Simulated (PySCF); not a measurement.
# AlOF: calculation against measurement

Isolated AlOF, optimised in PySCF with density fitting and no spin–orbit coupling; def2 sets carry scalar-relativistic core potentials from Rb on. All levels below give a singlet of C∞v symmetry: PBE0/def2-TZVP Al–F 1.631 Å, Al–O 1.593 Å, F–Al–O 180.0°; PBE/def2-TZVP Al–F 1.652 Å, Al–O 1.613 Å, F–Al–O 180.0°.

Counting electrons, aluminium keeps none of its valence electrons outside its bonds, so the VSEPR class is AX2 and the expected shape is linear; with unlike ligands the computed point group is C∞v.

Measured fundamentals (Jacox, Vibrational and Electronic Energy Levels of Polyatomic Transient Molecules, as compiled in the NIST Chemistry WebBook) beside computed harmonic wavenumbers, in cm⁻¹:

| mode as compiled | computed symmetry | measured | medium | PBE0/def2-TZVP | PBE/def2-TZVP |
| --- | --- | --- | --- | --- | --- |
| – alo stretch | σ+ | 1148 | argon matrix | 1188 | 1129 |
| – alf stretch | σ+ | 740 | argon matrix | 751 | 711 |

Problem. How close does each level come?

Solution. Mean absolute differences: PBE0/def2-TZVP 2.5 %, PBE/def2-TZVP 2.8 %. The mean ratio of measured to computed values at PBE0/def2-TZVP is 0.976. Harmonic values should lie a little above fundamentals; matrices shift bands further, usually down by up to a few per cent.
